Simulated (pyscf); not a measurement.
This saddle point was located with ωB97X-D3(BJ)/def2-SVP in PySCF.

```
C
F 1 1.3114
F 1 1.3115 2 111.78
C 1 1.5250 2 113.02 3 -128.92
F 4 1.3280 1 110.06 2 -176.44
F 4 1.3280 5 109.59 1 -121.12
F 4 1.3385 5 108.54 6 -118.44
F 1 1.6786 2 106.16 3 115.45
H 8 1.2425 2 146.81 1 175.84
```
Charge 0, spin multiplicity 2.

Surface: doublet, charge 0. Lowest wavenumbers (cm⁻¹): 2007i, 51, 150, 213, 236.

**Question.** Which two sides does it connect, and which bonds change?

**Answer.** F–C(F)(F)–C(F)(F)–F (SMILES FC(F)(F)C(F)(F)F) + H• (SMILES [H]) <-> HF (SMILES F) + F–C•(F)–C(F)(F)–F (SMILES F[C](F)C(F)(F)F), an atom transfer read from left to right: C–F broken and F–H formed. At ωB97M-D3(BJ)/def2-TZVP it lies +1.68 eV from the left side and +2.16 eV from the right (each side as separated species at their lowest minima found). One saddle was located; it need not be the lowest between these sides. The angle at the transferred F is 177°.
